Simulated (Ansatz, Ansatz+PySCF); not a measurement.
Two shapes of singlet O3.

Shape 1:

```xyz
3

O     0.8372    0.0000    0.0000
O    -0.4186    0.7250    0.0000
O    -0.4186   -0.7250    0.0000
```

Shape 2:

```xyz
3

O    -0.0069   -0.0050   -0.4256
O     0.0097    1.0599    0.2080
O     0.0086   -1.0635    0.2059
```

Basis set: STO-3G (spherical functions). Correlated methods keep 3 orbitals frozen. Charge 0, multiplicity 1.

Computed with Ansatz (development build ahead of 0.2.0); each method stands on the lowest determinant of its kind that the runs found.

(1) Which shape is lower in energy, and by how much in each method?

## Answers

(1)

```tsv
method	E(2) − E(1) (eV)
RHF	2.183
RHF-MP2	1.236
```

Shape 1 is lower. Caution: in another basis set an unrestricted determinant lies well below.
